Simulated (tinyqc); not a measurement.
Inside a calculation. Method: MP2 on RHF in the sto-6g basis, frozen core, for H2F+, spin multiplicity 1. Computed by tinyqc, a small Python program that keeps every step (integrals from PySCF). Settings: charge = 1, multiplicity = 1, basis = sto-6g, method = RHF, frozen orbitals = 1, energy threshold = 1e-10, iteration cap = 81, orthogonalisation = symmetric, start = atomic densities, DIIS depth = 6. Command: `OMP_NUM_THREADS=1 python tinyqc.py 28562 28563 out.jsonl` (the two numbers bound the seeds that draw the settings). One thread of a shared host (Intel(R) Xeon(R) Processor @ 2.60GHz), about 0.2 s of CPU time with the checks. The early iterations of the SCF are left out here.

## One-electron integrals

Geometry (angstrom):
```
atom        x         y        z
F     0.00000   0.00000  0.00000
H     0.00000   0.96700  0.58700
H     0.00000  -0.96700  0.58700
```

Basis sto-6g: exponents (1/bohr^2) and contraction coefficients of normalised primitives:
```
element  l (shell)    exponent  coefficient
F            s (1)  1728.62657      0.00916
F            s (1)   316.94179      0.04936
F            s (1)    88.66889      0.16854
F            s (1)    30.46016      0.37056
F            s (1)    11.82857      0.41649
F            s (1)     4.87166      0.13033
F            s (2)    67.03228     -0.01325
F            s (2)    13.26744     -0.04699
F            s (2)     4.12351     -0.03379
F            s (2)     1.58646      0.25024
F            s (2)     0.68900      0.59512
F            s (2)     0.31582      0.24071
F            p (3)    67.03228      0.00376
F            p (3)    13.26744      0.03768
F            p (3)     4.12351      0.17390
F            p (3)     1.58646      0.41804
F            p (3)     0.68900      0.42586
F            p (3)     0.31582      0.10171
H            s (1)    35.52322      0.00916
H            s (1)     6.51314      0.04936
H            s (1)     1.82214      0.16854
H            s (1)     0.62596      0.37056
H            s (1)     0.24308      0.41649
H            s (1)     0.10011      0.13033
```

Overlap, kinetic and nuclear-attraction integrals over the contracted functions; the nuclear repulsion is the sum of Za Zb / Rab.

nuclear repulsion = 8.6939008 hartree

overlap S:
```
          1F 1s    1F 2s   1F 2px    1F 2py   1F 2pz    2H 1s     3H 1s
1F 1s   1.00000  0.23248  0.00000   0.00000  0.00000  0.03087   0.03087
1F 2s   0.23248  1.00000  0.00000   0.00000  0.00000  0.32227   0.32227
1F 2px  0.00000  0.00000  1.00000   0.00000  0.00000  0.00000   0.00000
1F 2py  0.00000  0.00000  0.00000   1.00000  0.00000  0.23114  -0.23114
1F 2pz  0.00000  0.00000  0.00000   0.00000  1.00000  0.14031   0.14031
2H 1s   0.03087  0.32227  0.00000   0.23114  0.14031  1.00000   0.13319
3H 1s   0.03087  0.32227  0.00000  -0.23114  0.14031  0.13319   1.00000
```

kinetic energy T (hartree):
```
           1F 1s     1F 2s   1F 2px    1F 2py   1F 2pz     2H 1s     3H 1s
1F 1s   37.39773  -1.14335  0.00000   0.00000  0.00000  -0.00530  -0.00530
1F 2s   -1.14335   1.08230  0.00000   0.00000  0.00000   0.04143   0.04143
1F 2px   0.00000   0.00000  3.25133   0.00000  0.00000   0.00000   0.00000
1F 2py   0.00000   0.00000  0.00000   3.25133  0.00000   0.11233  -0.11233
1F 2pz   0.00000   0.00000  0.00000   0.00000  3.25133   0.06819   0.06819
2H 1s   -0.00530   0.04143  0.00000   0.11233  0.06819   0.76852  -0.01088
3H 1s   -0.00530   0.04143  0.00000  -0.11233  0.06819  -0.01088   0.76852
```

nuclear attraction V (hartree):
```
            1F 1s      1F 2s     1F 2px     1F 2py     1F 2pz     2H 1s     3H 1s
1F 1s   -78.75804   -8.08321    0.00000    0.00000   -0.01086  -1.22739  -1.22739
1F 2s    -8.08321  -12.40942    0.00000    0.00000   -0.12709  -2.92851  -2.92851
1F 2px    0.00000    0.00000  -12.36338    0.00000    0.00000   0.00000   0.00000
1F 2py    0.00000    0.00000    0.00000  -12.46321    0.00000  -1.81737   1.81737
1F 2pz   -0.01086   -0.12709    0.00000    0.00000  -12.40016  -1.13185  -1.13185
2H 1s    -1.22739   -2.92851    0.00000   -1.81737   -1.13185  -5.64654  -0.86558
3H 1s    -1.22739   -2.92851    0.00000    1.81737   -1.13185  -0.86558  -5.64654
```

core Hamiltonian H = T + V (hartree):
```
            1F 1s      1F 2s    1F 2px    1F 2py    1F 2pz     2H 1s     3H 1s
1F 1s   -41.36031   -9.22656   0.00000   0.00000  -0.01086  -1.23269  -1.23269
1F 2s    -9.22656  -11.32713   0.00000   0.00000  -0.12709  -2.88708  -2.88708
1F 2px    0.00000    0.00000  -9.11205   0.00000   0.00000   0.00000   0.00000
1F 2py    0.00000    0.00000   0.00000  -9.21188   0.00000  -1.70504   1.70504
1F 2pz   -0.01086   -0.12709   0.00000   0.00000  -9.14884  -1.06366  -1.06366
2H 1s    -1.23269   -2.88708   0.00000  -1.70504  -1.06366  -4.87802  -0.87646
3H 1s    -1.23269   -2.88708   0.00000   1.70504  -1.06366  -0.87646  -4.87802
```

## Two-electron integrals

Functions are numbered as in S; the eight-fold symmetry (ij|kl) = (ji|kl) = (kl|ij) leaves the list below.

Two-electron integrals (ij|kl) in chemists' order, unique and non-zero (hartree):
```
(11|11) 5.40624    (21|11) 0.76813    (21|21) 0.13891    (22|11) 1.26627
(22|21) 0.28399    (22|22) 0.92637    (31|31) 0.02945    (32|31) 0.04468
(32|32) 0.20475    (33|11) 1.26627    (33|21) 0.28399    (33|22) 0.92637
(33|33) 0.99808    (41|41) 0.02945    (42|41) 0.04468    (42|42) 0.20475
(43|43) 0.05379    (44|11) 1.26627    (44|21) 0.28399    (44|22) 0.92637
(44|33) 0.89051    (44|44) 0.99808    (51|51) 0.02945    (52|51) 0.04468
(52|52) 0.20475    (53|53) 0.05379    (54|54) 0.05379    (55|11) 1.26627
(55|21) 0.28399    (55|22) 0.92637    (55|33) 0.89051    (55|44) 0.89051
(55|55) 0.99808    (61|11) 0.10858    (61|21) 0.01883    (61|22) 0.03769
(61|33) 0.03762    (61|41) 0.00070    (61|42) 0.00137    (61|44) 0.03776
(61|51) 0.00043    (61|52) 0.00083    (61|54) 0.00008    (61|55) 0.03767
(61|61) 0.00260    (62|11) 0.28426    (62|21) 0.06475    (62|22) 0.23682
(62|33) 0.23344    (62|41) 0.00402    (62|42) 0.03077    (62|44) 0.24086
(62|51) 0.00244    (62|52) 0.01868    (62|54) 0.00451    (62|55) 0.23617
(62|61) 0.00879    (62|62) 0.07613    (63|31) 0.00707    (63|32) 0.04089
(63|43) 0.00638    (63|53) 0.00387    (63|63) 0.01096    (64|11) 0.16922
(64|21) 0.03908    (64|22) 0.15275    (64|33) 0.14639    (64|41) 0.00915
(64|42) 0.05939    (64|44) 0.16377    (64|51) 0.00127    (64|52) 0.01123
(64|54) 0.00668    (64|55) 0.14809    (64|61) 0.00552    (64|62) 0.06027
(64|64) 0.05824    (65|11) 0.10272    (65|21) 0.02372    (65|22) 0.09272
(65|33) 0.08886    (65|41) 0.00127    (65|42) 0.01123    (65|44) 0.09167
(65|51) 0.00783    (65|52) 0.04771    (65|54) 0.00808    (65|55) 0.09764
(65|61) 0.00335    (65|62) 0.03659    (65|64) 0.02870    (65|65) 0.02838
(66|11) 0.45902    (66|21) 0.10653    (66|22) 0.44873    (66|33) 0.43430
(66|41) 0.00794    (66|42) 0.08559    (66|44) 0.46593    (66|51) 0.00482
(66|52) 0.05196    (66|54) 0.01920    (66|55) 0.44596    (66|61) 0.01455
(66|62) 0.19051    (66|64) 0.17472    (66|65) 0.10606    (66|66) 0.77500
(71|11) 0.10858    (71|21) 0.01883    (71|22) 0.03769    (71|33) 0.03762
(71|41) -0.00070   (71|42) -0.00137   (71|44) 0.03776    (71|51) 0.00043
(71|52) 0.00083    (71|54) -0.00008   (71|55) 0.03767    (71|61) 0.00256
(71|62) 0.00851    (71|64) 0.00492    (71|65) 0.00325    (71|66) 0.01397
(71|71) 0.00260    (72|11) 0.28426    (72|21) 0.06475    (72|22) 0.23682
(72|33) 0.23344    (72|41) -0.00402   (72|42) -0.03077   (72|44) 0.24086
(72|51) 0.00244    (72|52) 0.01868    (72|54) -0.00451   (72|55) 0.23617
(72|61) 0.00851    (72|62) 0.06063    (72|64) 0.03335    (72|65) 0.02825
(72|66) 0.12120    (72|71) 0.00879    (72|72) 0.07613    (73|31) 0.00707
(73|32) 0.04089    (73|43) -0.00638   (73|53) 0.00387    (73|63) 0.00840
(73|73) 0.01096    (74|11) -0.16922   (74|21) -0.03908   (74|22) -0.15275
(74|33) -0.14639   (74|41) 0.00915    (74|42) 0.05939    (74|44) -0.16377
(74|51) -0.00127   (74|52) -0.01123   (74|54) 0.00668    (74|55) -0.14809
(74|61) -0.00492   (74|62) -0.03335   (74|64) -0.01044   (74|65) -0.01525
(74|66) -0.06183   (74|71) -0.00552   (74|72) -0.06027   (74|74) 0.05824
(75|11) 0.10272    (75|21) 0.02372    (75|22) 0.09272    (75|33) 0.08886
(75|41) -0.00127   (75|42) -0.01123   (75|44) 0.09167    (75|51) 0.00783
(75|52) 0.04771    (75|54) -0.00808   (75|55) 0.09764    (75|61) 0.00325
(75|62) 0.02825    (75|64) 0.01525    (75|65) 0.02136    (75|66) 0.06190
(75|71) 0.00335    (75|72) 0.03659    (75|74) -0.02870   (75|75) 0.02838
(76|11) 0.07952    (76|21) 0.01832    (76|22) 0.07310    (76|33) 0.07184
(76|44) 0.07326    (76|51) 0.00111    (76|52) 0.01025    (76|55) 0.07420
(76|61) 0.00246    (76|62) 0.02340    (76|64) 0.01628    (76|65) 0.01287
(76|66) 0.06305    (76|71) 0.00246    (76|72) 0.02340    (76|74) -0.01628
(76|75) 0.01287    (76|76) 0.00914    (77|11) 0.45902    (77|21) 0.10653
(77|22) 0.44873    (77|33) 0.43430    (77|41) -0.00794   (77|42) -0.08559
(77|44) 0.46593    (77|51) 0.00482    (77|52) 0.05196    (77|54) -0.01920
(77|55) 0.44596    (77|61) 0.01397    (77|62) 0.12120    (77|64) 0.06183
(77|65) 0.06190    (77|66) 0.27241    (77|71) 0.01455    (77|72) 0.19051
(77|74) -0.17472   (77|75) 0.10606    (77|76) 0.06305    (77|77) 0.77500
```

## Orthogonalisation

S = U s U^T; symmetric (Loewdin) form X = U s^(-1/2) U^T, so that X^T S X = 1.

eigenvalues of S: 0.52462  0.59981  0.90955  1.00000  1.07994  1.26701  1.61907

X:
```
           1F 1s     1F 2s   1F 2px    1F 2py    1F 2pz     2H 1s     3H 1s
1F 1s    1.02219  -0.12937  0.00000   0.00000  -0.00383   0.01460   0.01460
1F 2s   -0.12937   1.10896  0.00000   0.00000   0.03741  -0.17435  -0.17435
1F 2px   0.00000   0.00000  1.00000   0.00000   0.00000   0.00000   0.00000
1F 2py   0.00000   0.00000  0.00000   1.04960   0.00000  -0.13954   0.13954
1F 2pz  -0.00383   0.03741  0.00000   0.00000   1.01593  -0.07453  -0.07453
2H 1s    0.01460  -0.17435  0.00000  -0.13954  -0.07453   1.08014  -0.04987
3H 1s    0.01460  -0.17435  0.00000   0.13954  -0.07453  -0.04987   1.08014
```

## Starting guess

The start is atomic minimal-basis densities projected into this basis (PySCF's MINAO start) and scaled to the electron count of each spin; this density is not idempotent, so its energy is not variational and may lie below the converged one.

D at the start:
```
           1F 1s     1F 2s   1F 2px    1F 2py    1F 2pz     2H 1s     3H 1s
1F 1s    1.95034  -0.44650  0.00000   0.00000   0.00981  -0.00945  -0.00945
1F 2s   -0.44650   1.92561  0.00000   0.00000  -0.05917   0.03589   0.03589
1F 2px   0.00000   0.00000  1.48406   0.00000   0.00000   0.00000   0.00000
1F 2py   0.00000   0.00000  0.00000   1.34338   0.00000   0.14860  -0.14860
1F 2pz   0.00981  -0.05917  0.00000   0.00000   1.43876   0.07308   0.07308
2H 1s   -0.00945   0.03589  0.00000   0.14860   0.07308   0.91577   0.03903
3H 1s   -0.00945   0.03589  0.00000  -0.14860   0.07308   0.03903   0.91577
```

## Iteration 9 (converged): orbitals

converged F (hartree):
```
            1F 1s     1F 2s    1F 2px    1F 2py    1F 2pz     2H 1s     3H 1s
1F 1s   -26.88400  -6.51159   0.00000   0.00000  -0.01907  -0.87221  -0.87221
1F 2s    -6.51159  -3.42675   0.00000   0.00000  -0.07777  -0.93361  -0.93361
1F 2px    0.00000   0.00000  -0.98953   0.00000   0.00000   0.00000   0.00000
1F 2py    0.00000   0.00000   0.00000  -0.88736   0.00000  -0.47411   0.47411
1F 2pz   -0.01907  -0.07777   0.00000   0.00000  -0.93106  -0.33258  -0.33258
2H 1s    -0.87221  -0.93361   0.00000  -0.47411  -0.33258  -0.69433  -0.22797
3H 1s    -0.87221  -0.93361   0.00000   0.47411  -0.33258  -0.22797  -0.69433
```

Diagonalise F' = X^T F X, C = X C', fill 5 alpha and 5 beta electrons from the bottom; D = 2 C_occ C_occ^T. Each column has its largest component positive (the first on a tie).

F' = X^T F X (hartree):
```
           1         2         3         4         5         6         7
1  -26.47086  -3.19777   0.00000   0.00000  -0.03050  -0.10676  -0.10676
2   -3.19777  -2.20738   0.00000   0.00000   0.02730  -0.38814  -0.38814
3    0.00000   0.00000  -0.98953   0.00000   0.00000   0.00000   0.00000
4    0.00000   0.00000   0.00000  -0.71796   0.00000  -0.37728   0.37728
5   -0.03050   0.02730   0.00000   0.00000  -0.87016  -0.23574  -0.23574
6   -0.10676  -0.38814   0.00000  -0.37728  -0.23574  -0.37865  -0.04764
7   -0.10676  -0.38814   0.00000   0.37728  -0.23574  -0.04764  -0.37865
```

orbital energies (hartree): MO1 -26.88710, MO2 -1.97695, MO3 -1.09204, MO4 -1.00371, MO5 -0.98953, MO6 -0.10693, MO7 0.04307

coefficients C:
```
             MO1       MO2       MO3       MO4      MO5       MO6       MO7
1F 1s    0.99718  -0.24043   0.00000   0.05075  0.00000   0.08546   0.00000
1F 2s    0.01239   0.96961   0.00000  -0.27094  0.00000  -0.54316   0.00000
1F 2px   0.00000   0.00000   0.00000   0.00000  1.00000   0.00000   0.00000
1F 2py   0.00000   0.00000   0.74613   0.00000  0.00000   0.00000   0.76413
1F 2pz   0.00129   0.07546   0.00000   0.88670  0.00000  -0.50270   0.00000
2H 1s   -0.00197   0.07332   0.34444   0.22039  0.00000   0.71620  -0.73437
3H 1s   -0.00197   0.07332  -0.34444   0.22039  0.00000   0.71620   0.73437
```

D after iteration 9:
```
           1F 1s     1F 2s   1F 2px    1F 2py    1F 2pz     2H 1s     3H 1s
1F 1s    2.10950  -0.46904  0.00000   0.00000   0.05628  -0.01681  -0.01681
1F 2s   -0.46904   2.02741  0.00000   0.00000  -0.33413   0.02270   0.02270
1F 2px   0.00000   0.00000  2.00000   0.00000   0.00000   0.00000   0.00000
1F 2py   0.00000   0.00000  0.00000   1.11343   0.00000   0.51399  -0.51399
1F 2pz   0.05628  -0.33413  0.00000   0.00000   1.58388   0.40190   0.40190
2H 1s   -0.01681   0.02270  0.00000   0.51399   0.40190   0.34517  -0.12937
3H 1s   -0.01681   0.02270  0.00000  -0.51399   0.40190  -0.12937   0.34517
```

## Convergence

Stop when the energy changes by less than 1e-10 hartree and every element of the error matrix X^T (F D S - S D F) X is below 3e-06.

Course of the cycle:
```
iteration  E (hartree)     change  largest element of the error matrix
1          -94.7651714          -                             8.45e-01
2          -99.6094894  -4.84e+00                             3.10e-01
3          -99.7451385  -1.36e-01                             3.27e-02
4          -99.7465645  -1.43e-03                             6.65e-03
5          -99.7466032  -3.87e-05                             2.20e-04
6          -99.7466033  -4.53e-08                             3.10e-05
7          -99.7466033  -1.64e-09                             1.13e-05
8          -99.7466033  -2.20e-10                             5.66e-08
9          -99.7466033   2.84e-14                             1.44e-08
```

PySCF RHF in the same basis = -99.7466033 hartree

Converged in 9 iterations.

## Populations, bond orders and dipole

Mulliken: Z minus the diagonal of D S on the atom; Loewdin: the same with S^(1/2) D S^(1/2); Mayer order: 2 sum_s sum (D(s) S)_ij (D(s) S)_ji over the two atoms.

Charges (e):
```
atom  Mulliken  Loewdin
1F     0.01987  0.12568
2H     0.49006  0.43716
3H     0.49006  0.43716
```

Mayer bond orders:
```
pair    order
2-1   0.74051
3-1   0.74051
3-2   0.01933
```

dipole moment about the origin, x y z (debye): 0.00000  0.00000  3.15367

## Integrals over molecular orbitals

(pq|rs) = sum C_ip C_jq C_kr C_ls (ij|kl), one index at a time.

one-electron integrals over orbitals h = C^T H C (hartree):
```
           1         2         3         4         5         6         7
1  -41.34716   0.71092   0.00000  -0.14168   0.00000  -0.25405   0.00000
2    0.71092  -9.62791   0.00000   0.35143   0.00000   1.24695   0.00000
3    0.00000   0.00000  -7.83062   0.00000   0.00000   0.00000  -2.25675
4   -0.14168   0.35143   0.00000  -8.57344   0.00000   1.48676   0.00000
5    0.00000   0.00000   0.00000   0.00000  -9.11205   0.00000   0.00000
6   -0.25405   1.24695   0.00000   1.48676   0.00000  -5.34868   0.00000
7    0.00000   0.00000  -2.25675   0.00000   0.00000   0.00000  -5.86762
```

Two-electron integrals over orbitals (pq|rs), unique and non-zero (hartree); the lowest 1 orbital is frozen and left out:
```
(22|22) 0.86489    (32|32) 0.15148    (33|22) 0.74405    (33|33) 0.70947
(42|22) -0.00939   (42|33) -0.00728   (42|42) 0.16424    (43|32) 0.00869
(43|43) 0.04799    (44|22) 0.81980    (44|33) 0.69660    (44|42) -0.08078
(44|44) 0.87121    (52|52) 0.18510    (53|53) 0.03711    (54|52) -0.02903
(54|54) 0.05163    (55|22) 0.88791    (55|33) 0.73225    (55|42) -0.04911
(55|44) 0.82817    (55|55) 0.99808    (62|22) -0.13376   (62|33) -0.08134
(62|42) -0.04687   (62|44) -0.09511   (62|55) -0.13770   (62|62) 0.06737
(63|32) 0.02540    (63|43) 0.01990    (63|63) 0.07271    (64|22) -0.15544
(64|33) -0.08923   (64|42) 0.00780    (64|44) -0.15926   (64|55) -0.15889
(64|62) 0.05800    (64|64) 0.08085    (65|52) -0.04759   (65|54) -0.01069
(65|65) 0.02245    (66|22) 0.53860    (66|33) 0.52855    (66|42) 0.06129
(66|44) 0.51584    (66|55) 0.51846    (66|62) -0.04359   (66|64) -0.02176
(66|66) 0.52590    (72|32) 0.07276    (72|43) -0.01850   (72|63) -0.02276
(72|72) 0.05803    (73|22) 0.22557    (73|33) 0.16764    (73|42) -0.05184
(73|44) 0.20515    (73|55) 0.24098    (73|62) -0.06560   (73|64) -0.09287
(73|66) 0.01253    (73|73) 0.16557    (74|32) -0.04885   (74|43) 0.00582
(74|63) -0.04548   (74|72) -0.01063   (74|74) 0.04682    (75|53) 0.02574
(75|75) 0.01985    (76|32) -0.08693   (76|43) -0.05209   (76|63) -0.09183
(76|72) 0.00204    (76|74) 0.06128    (76|76) 0.16824    (77|22) 0.59396
(77|33) 0.59190    (77|42) 0.00617    (77|44) 0.57162    (77|55) 0.58231
(77|62) -0.04074   (77|64) -0.03114   (77|66) 0.52093    (77|73) 0.06884
(77|77) 0.55792
```

## Second-order Moller-Plesset energy

Hartree-Fock energy = -99.7466033 hartree

E2 = sum_ijab (ia|jb) [2 (ia|jb) - (ib|ja)] / (e_i + e_j - e_a - e_b) over occupied i, j and virtual a, b; the opposite-spin part is (ia|jb)^2 / denominator, the rest is same-spin, and SCS-MP2 scales them by 6/5 and 1/3.

Terms:
```
i  j  a  b   (ia|jb)   (ib|ja)  denominator       term
3  3  7  7   0.16557   0.16557     -2.27021   -0.01208
3  4  7  6  -0.09287  -0.04548     -2.03189   -0.00641
4  3  6  7  -0.09287  -0.04548     -2.03189   -0.00641
4  4  6  6   0.08085   0.08085     -1.79357   -0.00364
3  3  6  6   0.07271   0.07271     -1.97022   -0.00268
2  3  6  7  -0.06560  -0.02276     -3.00512   -0.00237
3  2  7  6  -0.06560  -0.02276     -3.00512   -0.00237
2  4  6  6   0.05800   0.05800     -2.76680   -0.00122
4  2  6  6   0.05800   0.05800     -2.76680   -0.00122
2  2  6  6   0.06737   0.06737     -3.74004   -0.00121
4  4  7  7   0.04682   0.04682     -2.09355   -0.00105
2  2  7  7   0.05803   0.05803     -4.04002   -0.00083
5  5  6  6   0.02245   0.02245     -1.76521   -0.00029
5  5  7  7   0.01985   0.01985     -2.06519   -0.00019
2  3  7  6  -0.02276  -0.06560     -3.00512    0.00015
3  2  6  7  -0.02276  -0.06560     -3.00512    0.00015
3  4  6  7  -0.04548  -0.09287     -2.03189   4.28e-05
4  3  7  6  -0.04548  -0.09287     -2.03189   4.28e-05
2  4  7  7  -0.01063  -0.01063     -3.06679  -3.69e-05
4  2  7  7  -0.01063  -0.01063     -3.06679  -3.69e-05
```

Pair energies (hartree; pair i-j sums ij and ji):
```
pair  opposite spin  same spin
2-2        -0.00205    0.00000
3-2        -0.00321   -0.00122
3-3        -0.01476    0.00000
4-2        -0.00251    0.00000
4-3        -0.01053   -0.00221
4-4        -0.00469    0.00000
5-5        -0.00048    0.00000
```

MP2 correlation energy = -0.0416460 hartree

SCS-MP2 correlation energy = -0.0470006 hartree

MP2 total energy = -99.7882493 hartree
